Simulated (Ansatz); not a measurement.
A trace of molecular dynamics of CH7BO (10 atoms, charge 0, multiplicity 1).

Theory: RKS PBE0/def2-SVP (Ansatz 0.2.0).

```
ensemble                      : NVE (velocity Verlet)
starting velocities drawn for : 100 K
seed                          : 8229
```

| time (fs) | T (K) | potential energy less start (eV) | conserved less start (meV/atom) |
| --- | --- | --- | --- |
| 0 | 100 | 0.000 | 0.00 |
| 4 | 51 | 0.052 | 0.05 |
| 8 | 64 | 0.037 | 0.05 |
| 12 | 193 | -0.096 | 0.05 |
| 16 | 541 | -0.456 | 0.04 |
| 20 | 1017 | -0.948 | 0.02 |
| 24 | 1287 | -1.228 | -0.01 |
| 28 | 1313 | -1.254 | 0.05 |
| 32 | 1478 | -1.426 | -0.08 |
| 36 | 1393 | -1.337 | -0.01 |
| 40 | 1386 | -1.330 | -0.03 |
| 44 | 1476 | -1.424 | -0.07 |
| 48 | 1405 | -1.350 | -0.06 |
| 52 | 1381 | -1.325 | -0.05 |
| 56 | 1476 | -1.423 | -0.06 |
| 60 | 1423 | -1.369 | -0.03 |
| 64 | 1391 | -1.335 | 0.00 |
| 68 | 1458 | -1.404 | -0.04 |
| 72 | 1384 | -1.327 | 0.06 |
| 76 | 1436 | -1.381 | 0.03 |
| 80 | 1440 | -1.386 | 0.03 |
| 84 | 1347 | -1.289 | 0.10 |
| 88 | 1411 | -1.356 | 0.04 |
| 92 | 1443 | -1.388 | 0.08 |
| 96 | 1389 | -1.333 | 0.06 |
| 100 | 1408 | -1.352 | 0.01 |

**Question.** Is this trajectory sound?

**Answer.** The conserved energy stayed within 0.12 meV per atom of its start (net change 0.0063 meV per atom), so the integration is sound. The kinetic energy rose, since the run started high on the potential surface and went downhill. It ends in pieces (CH5BO + H2), so much of that is their flight and rotation, not heat. A run of 0.1 ps of so small a system gives no equilibrium averages. The orbitals stay closed-shell, which can raise the energy where a bond breaks towards radicals; this wasn't checked here. The time step was 0.5 fs.

Time of the run: 5.1 min on 1 thread of Intel(R) Xeon(R) Platinum 8488C (Sapphire Rapids), with other jobs on the host, peak memory 0.17 GiB.
